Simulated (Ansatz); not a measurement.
Input file for Ansatz (a quantum-chemistry and plane-wave program): U-CCSD(T)/cc-pVDZ on Cl (SMILES [Cl]), 2S+1 = 2.

Ansatz 0.2 input:
```yaml
crystal:
  periodic: [false, false, false]
  atoms:
    - {symbol: Cl, position_ang: [0.00000000, 0.00000000, 0.00000000]}
basis:
  gaussian:
    orbitals: cc-pVDZ
magnetization: {spin_polarized: true, initial_magnetization: 1}
correlation: {method: ccsd_t, electrons: outside_noble_gas}
scf: {omitted_lower_state_checks: [cluster_reference]}
```

**Question.** Give the final energy of this run.

**Answer.** -459.5989 hartree (reference determinant -459.4711, T1 diagnostic 0.005).
